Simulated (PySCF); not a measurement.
[CH6BO]-: core ionisation energies

Compound: CH6BO (charge -1).
Bonds: B1–O2, O2–C3. Hydrogens: H4, H5, H6 on B1; H7, H8, H9 on C3.

Level of theory: PySCF, delta-SCF UKS SCAN, pcX-2 on the ionised atom, pcseg-1 elsewhere, spin-free X2C. Vertical ΔSCF values, vacuum level as zero.

Question: List the computed XPS lines with their assignment.

Answer: 
```csv
atom(s),environment,level,binding energy (eV),count
B1,four-coordinate boron,B 1s,188.48,1
O2,boron-bound oxygen,O 1s,531.75,1
C3,methoxy carbon,C 1s,287.04,1
```

Question: Which effective nuclear charge Zeff reproduces each element's mean 1s value in the hydrogen-like formula E = 13.606 eV × Zeff²?

Answer: B (Z = 5): mean 188.5 eV, Zeff = 3.72, Z − Zeff = 1.28; C (Z = 6): mean 287.0 eV, Zeff = 4.59, Z − Zeff = 1.41; O (Z = 8): mean 531.7 eV, Zeff = 6.25, Z − Zeff = 1.75. Means run over the listed sites, weighted by atom count.

The species carries charge -1, so core ionisation leaves a neutral species. The basis sets have no added diffuse functions. Isolated species at its PBE0-D3(BJ)/def2-SVP geometry, gas phase. The geometry's basis has no diffuse functions, a weakness for an anion.
